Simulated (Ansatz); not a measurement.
Basis-set extrapolation for `O=S(=O)=O` (PBE0-D4/def2-TZVP geometry, frozen core, the Gaussian-basis code of Ansatz). Multiplicity 1, RHF reference.

|  | cc-pV(T+d)Z | cc-pV(Q+d)Z |
| --- | --- | --- |
| HF | -622.168122 | -622.192143 |
| MP2 correlation | -0.890818 | -0.963383 |
| CCSD(T) correlation | -0.919179 | -0.989719 |

Energies in hartree. Use E(X) = E(∞) + A·exp(−5.46·√X) for Hartree–Fock and E(X) = E(∞) + B·X^(−3.05) for correlation, with X = 3 and 4.

**Question.** What is the CCSD(T) energy at the basis-set limit?

**Answer.** HF limit: -622.192143 + (-0.024021) × 0.30130 = -622.19938. Correlation limit: -0.989719 + (-0.070540) × 0.71189 = -1.03994. Total: -623.23932 hartree, 399.1 kJ/mol below CCSD(T)/cc-pV(T+d)Z.
